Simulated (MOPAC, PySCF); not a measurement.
# Band gap of rock-salt NaCl: levels of theory against measurement

Reference value: 8.97 eV (measured, low temperature, zero-point motion not removed; as tabulated in Chen et al. (2018), doi:10.1103/physrevmaterials.2.073803).

```csv
level (code),value (eV),cell (Å³/atom)
PM7 semi-empirical Hartree-Fock (MOPAC),14.50,21.94
PBE (PySCF),5.12 ± 0.01,22.43
PBE0 (PySCF),7.27 ± 0.02,22.43
Hartree–Fock (PySCF),[?],22.43
evGW@PBE (PySCF),9.19 ± 0.1,22.43
```

Question: Complete the blanks.

Answer: 
- Hartree–Fock (PySCF), value (eV): 13.81 ± 0.08

Differences against the reference: PM7 semi-empirical Hartree-Fock (MOPAC) +5.53 eV, PBE -3.85 eV, PBE0 -1.70 eV, Hartree–Fock +4.84 eV, evGW@PBE +0.22 eV.

Leaving aside PM7 semi-empirical Hartree-Fock (MOPAC) (doubt noted below): Of the ranked levels evGW@PBE (+0.22 eV) comes nearest. Once the reference is moved by up to 0.63 eV (a margin picked here for doubts on the reference and the settings, and for temperature and zero-point motion) and values within 0.03 eV count as equal, the farthest can be Hartree–Fock (+4.84 eV) or PBE (-3.85 eV). Of the ranked levels only evGW@PBE lands within 1 eV.

Density-functional gaps are differences of (generalised) Kohn–Sham levels of a static lattice; semilocal ones lie below quasiparticle gaps as a rule. Measured gaps hold zero-point and thermal shifts unless a correction is named.  A ± on a computed value is a rough bar: the spread of its extrapolation, a floor set from checks against published values, or a statistical error. PM7 semi-empirical Hartree-Fock (MOPAC): the gap is read on the k mesh or supercell of the run alone and can be too large. PM7 semi-empirical Hartree-Fock (MOPAC): the method was fitted mainly to molecules. PM7 semi-empirical Hartree-Fock (MOPAC): gaps of these semi-empirical methods are Hartree–Fock-like level differences, and their formation enthalpies are fitted 298 K values. Values are at the measured cell; PM7 semi-empirical Hartree-Fock (MOPAC) at the level's own relaxed cell.

Differences are worked out from the printed values.
